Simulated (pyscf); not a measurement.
A first-order saddle from PySCF, ωB97X-D3(BJ)/def2-SVP:

```xyz
6

Cl     0.2228     2.1346    -1.4481
B      0.5835     0.7215    -0.4527
Cl     2.0978     0.6212     0.4501
H     -0.4516     0.4037     0.3168
F      0.3269    -0.6303    -1.2778
H     -0.3723    -0.3901    -0.3950
```

Surface: singlet, charge 0. Lowest wavenumbers (cm⁻¹): 1237i, 252, 268, 383, 709.

Question: Which two sides does it connect, and which bonds change?

Answer: Cl–BH–Cl + HF <-> F–B(Cl)–Cl + H₂, a four-centre exchange read from left to right: B–H, F–H broken and B–F, H–H formed. At ωB97M-D3(BJ)/def2-TZVP it lies +0.90 eV from the left side and +2.12 eV from the right (each side as separated species at their lowest minima found). The same reactants have a lower exit, to HCl + F–BH–Cl (barrier +0.51 eV at ωB97M-D3(BJ)/def2-TZVP, against +0.90 eV here). One saddle was located; it need not be the lowest between these sides.
